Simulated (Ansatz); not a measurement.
The input, for Ansatz 0.2.0:

```yaml
crystal:
  periodic: [false, false, false]
  atoms:
    - {symbol: Al, position_ang: [0.000000, 0.016173, 0.919434]}
    - {symbol: C, position_ang: [0.000000, 0.565027, -0.875065]}
    - {symbol: B, position_ang: [0.000000, -0.810360, -1.194541]}
    - {symbol: H, position_ang: [0.000000, 1.525932, -1.372524]}
basis:
  gaussian: {orbitals: cc-pVDZ}
magnetization: {spin_polarized: false, initial_magnetization: 5}
correlation: {method: ccsd_t, electrons: outside_noble_gas}
```

```sh
$ ansatz run in.yaml --threads 1 --pin off --events-out ev --progress --plain --max-ram 2393MiB
```

(1) Roughly how long does this take on 1 thread of Intel Xeon, shared host, and how much host memory?

```
491 factors; integrals over basis functions are off by at most 1.3e-3 eV
mean field evaluation 1: about -8291.1974 eV, gradient 1.3e1 eV
mean field evaluation 2: about -8291.3194 eV, gradient 1.3e1 eV
mean field evaluation 4: about -8293.5723 eV, gradient 2.0e0 eV
mean field evaluation 8: about -8293.6855 eV, gradient 4.6e-1 eV
mean field evaluation 16: about -8293.6950 eV, gradient 4.5e-5 eV
mean field evaluation 32: about -8293.6922 eV, gradient 2.9e-1 eV
mean field evaluation 64: about -8292.4277 eV, gradient 3.9e0 eV
mean field evaluation 96: about -8291.5662 eV, gradient 1.2e0 eV
mean field evaluation 128: about -8288.6185 eV, gradient 1.1e1 eV
mean field evaluation 160: about -8290.4030 eV, gradient 1.8e0 eV
mean field evaluation 192: about -8289.7793 eV, gradient 6.9e0 eV
mean field evaluation 224: about -8291.7538 eV, gradient 2.9e-1 eV
mean field -8293.69503368 eV, -304.7876708194 hartree, gradient 2.9e-6 eV, S^2 8.750000; 9 other end points of the search recorded, 0 dependent functions left out
mean field evaluation 256: about -8293.7765 eV, gradient 6.4e-1 eV
mean field evaluation 288: about -8293.7366 eV, gradient 9.5e-1 eV
determinant -8293.69503368 eV, -304.7876708194 hartree, with singles and doubles -8299.27666148 eV, -304.9927918575 hartree
determinant -8292.31857401 eV, -304.7370868594 hartree, with singles and doubles -8297.76020882 eV, -304.9370632504 hartree
determinant -8291.75505248 eV, -304.7163778251 hartree, with singles and doubles -8297.50567859 eV, -304.9277094370 hartree
determinant -8291.59792627 eV, -304.7106035435 hartree, with singles and doubles -8297.05758708 eV, -304.9112423774 hartree
determinant -8290.60080271 eV, -304.6739599286 hartree, with singles and doubles -8296.14364881 eV, -304.8776557655 hartree
7 core orbitals not correlated: weight in the atoms' cores, before any rotation towards them, 1.000 or more for the frozen orbitals, at most 0.000 for the correlated occupied ones
reference -8293.69503368 eV, -304.7876708194 hartree; 8, 3 occupied and 36, 41 virtual orbitals, 491 factors
second order -4.76201432 eV of doubles, -0.06013213 eV of singles
cycle   1  -5.58180997 eV  change   -1.8e-4 eV  update   1.5e-3
cycle   2  -5.58206598 eV  change   -2.6e-4 eV  update   1.3e-3
cycle   3  -5.58196794 eV  change    9.8e-5 eV  update   8.2e-4
cycle   4  -5.58194270 eV  change    2.5e-5 eV  update   5.5e-4
cycle   5  -5.58242907 eV  change   -4.9e-4 eV  update   2.3e-4
cycle   6  -5.58238609 eV  change    4.3e-5 eV  update   1.2e-4
cycle   7  -5.58218072 eV  change    2.1e-4 eV  update   5.7e-5
cycle   8  -5.58217698 eV  change    3.7e-6 eV  update   2.1e-5
cycle   9  -5.58219126 eV  change   -1.4e-5 eV  update   1.1e-5
cycle  10  -5.58219659 eV  change   -5.3e-6 eV  update   4.1e-6
perturbative correction -0.20623876 eV, -0.0075791345 hartree
Total energy: -8299.48346903 eV, -305.0003918947 hartree
```

For the same geometry and basis UCCSDT(Q) lies 50.8 meV lower.

## Answers

(1) 4.3 s wall and 0.15 GiB.
